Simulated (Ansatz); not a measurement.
The input, for Ansatz 0.2.0:

```yaml
crystal:
  periodic: [false, false, false]
  atoms:
    - {symbol: Si, position_ang: [0.000000, -0.101057, 0.500037]}
    - {symbol: C, position_ang: [0.000000, 0.164958, -1.114795]}
    - {symbol: H, position_ang: [0.000000, 0.995702, 1.498344]}
    - {symbol: H, position_ang: [0.000000, -0.145469, -2.147521]}
basis:
  gaussian: {orbitals: 6-31G}
magnetization: {spin_polarized: true, initial_magnetization: 2}
correlation: {method: ccsdt_q, electrons: outside_noble_gas}
```

```sh
$ ansatz run in.yaml --threads 1 --pin off --events-out ev --progress --plain --max-ram 4096MiB --backend cpu
```

The program prints:

```
564 factors; integrals over basis functions are off by at most 6.1e-8 eV
mean field evaluation 1: about -8916.4901 eV, gradient 1.0e1 eV
mean field evaluation 2: about -8916.4933 eV, gradient 1.0e1 eV
mean field evaluation 4: about -8917.4243 eV, gradient 1.8e0 eV
mean field evaluation 8: about -8917.6396 eV, gradient 1.5e-1 eV
mean field evaluation 16: about -8917.6995 eV, gradient 4.2e-1 eV
mean field evaluation 32: about -8917.6366 eV, gradient 1.5e-1 eV
mean field evaluation 64: about -8917.5151 eV, gradient 3.2e-6 eV
mean field evaluation 96: about -8917.6944 eV, gradient 1.0e0 eV
mean field evaluation 128: about -8917.5067 eV, gradient 2.2e-2 eV
mean field evaluation 160: about -8917.7452 eV, gradient 3.7e-1 eV
...
cycle  18  -4.10812609 eV  change   -7.0e-6 eV  update   9.8e-6
cycle  19  -4.10813101 eV  change   -4.9e-6 eV  update   4.7e-6
cycle  20  -4.10812983 eV  change    1.2e-6 eV  update   2.6e-6
cycle  21  -4.10812797 eV  change    1.9e-6 eV  update   1.4e-6
cycle  22  -4.10812642 eV  change    1.6e-6 eV  update   1.0e-6
cycle  23  -4.10812421 eV  change    2.2e-6 eV  update   7.3e-7
cycle  24  -4.10812290 eV  change    1.3e-6 eV  update   4.5e-7
cycle  25  -4.10812203 eV  change    8.7e-7 eV  update   2.6e-7
cycle  26  -4.10812120 eV  change    8.3e-7 eV  update   2.0e-7
cycle  27  -4.10812103 eV  change    1.6e-7 eV  update   1.1e-7
perturbative correction -0.01366795 eV, -0.0005022879 hartree
Total energy: -8921.63685842 eV, -327.8641072442 hartree
```

For the same geometry and basis full CI lies 4.5 meV higher.

Ran on 1 thread of AMD EPYC 7R13, shared host: 11 s wall, 0.15 GiB peak host memory.
